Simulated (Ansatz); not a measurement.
# UPBE-QIDH/def2-SVPD run of AlNH3O (SMILES [NH2][Al][OH])

What is the energy change on altering one bond length of AlNH3O at UPBE-QIDH/def2-SVPD? 

Program for the calculation: Ansatz 0.2.0.

77 further runs of the same task are left out: 77 set aside as unsound or not needed.

**1. The structure to begin with**

The species is AlNH3O (6 atoms), meant as a doublet with charge 0. As SMILES, `[NH2][Al][OH]`. The shape is that of a PBE0-D4/def2-TZVP optimisation. This is one conformer, not always the lowest.

Bond lengths: N1–Al2 1.769 Å, Al2–O3 1.705 Å, N1–H4 1.009 Å, N1–H5 1.006 Å, O3–H6 0.956 Å. Angles: N1–Al2–O3 116.1°, Al2–N1–H4 124.1°, Al2–N1–H5 125.0°, Al2–O3–H6 122.8°, H4–N1–H5 110.9°.

**2. A single-point energy at UPBE-QIDH/def2-SVPD**

Contents of molecule.yaml:

```yaml
crystal:
  periodic: [false, false, false]
  atoms:
    - {symbol: "N", position_ang: [-0.923900, 0.240200, -0.760800]}
    - {symbol: Al, position_ang: [0.595200, 0.601300, 0.070700]}
    - {symbol: O, position_ang: [1.194100, -0.618500, 1.101200]}
    - {symbol: H, position_ang: [-1.434300, -0.623600, -0.657200]}
    - {symbol: H, position_ang: [-1.394700, 0.861600, -1.396800]}
    - {symbol: H, position_ang: [2.005700, -0.525100, 1.596800]}
basis:
  gaussian:
    orbitals: def2-SVPD
magnetization:
  spin_polarized: true
  initial_magnetization: 1
hamiltonian:
  xc: {name: PBE-QIDH}
correlation:
  frozen_orbitals: {Al: 5, H: 0, "N": 1, O: 1}
accuracy: high
output: {orbitals: {seedname: orbitals}}
```

On the command line:

```
ansatz run molecule.yaml --threads 1 --pin off --max-ram 3480MiB --events-out events.jsonl --progress --plain --runs-dir runs
```

Log:

```text
Warning: RAYON_NUM_THREADS=1 ignored (pool sized by the plan → 1); use --threads N
Functional definition: PBE-QIDH
  name "PBE-QIDH"
  parameter a = 3^(-1/3)
  parameter c = 1/3
  exchange = (1 - a)*pbe_x + a*exact_x
  correlation = (1 - c)*pbe_c + c*(mp2_os + mp2_ss)
1783 factors; integrals over basis functions are off by at most 3.5e-9 eV
mean field evaluation 1: about -10157.7494 eV, gradient 4.1e1 eV
mean field evaluation 2: about -10157.7524 eV, gradient 4.1e1 eV
mean field evaluation 4: about -10164.4654 eV, gradient 2.9e0 eV
mean field evaluation 8: about -10164.5432 eV, gradient 3.8e-1 eV
mean field evaluation 16: about -10164.5465 eV, gradient 5.4e-4 eV
mean field -10164.54649459 eV, -373.5401938991 hartree, gradient 6.1e-8 eV, S^2 0.752020; 0 other end points of the search recorded, 0 dependent functions left out
7 core orbitals not correlated: weight in the atoms' cores, before any rotation towards them, 1.000 or more for the frozen orbitals, at most 0.000 for the correlated occupied ones
reference -10164.54649581 eV, -373.5401939439 hartree; 9, 8 occupied and 75, 76 virtual orbitals, 1783 factors
second order -13.31205473 eV of doubles, -0.00000000 eV of singles
Total energy: -10168.98384739 eV, -373.7032636066 hartree
```

Wall time 12 s (1 thread of Arm Neoverse V1, shared host); peak memory 0.35 GiB.

**3. The distorted shape at the same level**

Contents of job.yaml:

```yaml
crystal:
  periodic: [false, false, false]
  atoms:
    - symbol: "N"
      position_ang: [-0.547271, -0.256905, -0.252015]
    - symbol: Al
      position_ang: [0.971829, 0.104195, 0.579485]
    - symbol: O
      position_ang: [1.570729, -1.115605, 1.609985]
    - symbol: H
      position_ang: [-1.057671, -1.120705, -0.148415]
    - symbol: H
      position_ang: [-1.394700, 0.861600, -1.396800]
    - symbol: H
      position_ang: [2.382329, -1.022205, 2.105585]
basis:
  gaussian:
    orbitals: def2-SVPD
correlation:
  frozen_orbitals: {Al: 5, H: 0, "N": 1, O: 1}
hamiltonian:
  xc: {name: PBE-QIDH}
accuracy: high
output: {orbitals: {seedname: orbitals}}
magnetization:
  spin_polarized: true
  initial_magnetization: 1
```

On the command line:

```
ansatz run job.yaml --threads 1 --pin off --max-ram 3480MiB --events-out events.jsonl --progress --plain --runs-dir runs
```

Log (excerpt; [...] marks lines left out):

```text
Warning: RAYON_NUM_THREADS=1 ignored (pool sized by the plan → 1); use --threads N
Functional definition: PBE-QIDH
  name "PBE-QIDH"
[...]
1808 factors; integrals over basis functions are off by at most 3.8e-9 eV
[...]
mean field -10160.27930671 eV, -373.3833776370 hartree, gradient 2.0e-8 eV, S^2 1.217736; 7 other end points of the search recorded, 0 dependent functions left out
7 core orbitals not correlated: weight in the atoms' cores, before any rotation towards them, 1.000 or more for the frozen orbitals, at most 0.000 for the correlated occupied ones
reference -10160.27930798 eV, -373.3833776836 hartree; 9, 8 occupied and 75, 76 virtual orbitals, 1808 factors
second order -12.91927480 eV of doubles, -0.00000000 eV of singles
Total energy: -10164.58573292 eV, -373.5416358810 hartree
```

Run time: 29 s. Hardware: 1 thread of Arm Neoverse V1, shared host; peak memory 0.37 GiB.

**4. Summary of results**

Level: UPBE-QIDH/def2-SVPD, 7 core orbitals frozen.

| quantity | value |
| --- | --- |
| first shape: total energy | -373.70326 Eh |
| first shape: HOMO energy (SCF part's orbitals) (highest over α and β) | -7.46 eV |
| first shape: LUMO energy (SCF part's orbitals) (lowest over α and β) | -0.60 eV |
| first shape: ⟨S²⟩ | 0.752 |
| distorted shape: total energy | -373.54164 Eh |
| distorted shape: HOMO energy (SCF part's orbitals) (highest over α and β) | -7.55 eV |
| distorted shape: LUMO energy (SCF part's orbitals) (lowest over α and β) | -0.80 eV |
| distorted shape: ⟨S²⟩ | 1.218 |
| energy change with the N1–H5 bond stretched from 1.006 to 1.811 Å | 4.398 eV |

With the N1–H5 bond stretched from 1.006 to 1.811 Å the energy rises by 4.40 eV (101 kcal/mol). The first shape isn't relaxed at this level, so the change isn't measured from a minimum. ⟨S²⟩ (distorted shape) is 1.22 where a pure doublet has 0.75: the reference is spin-contaminated.
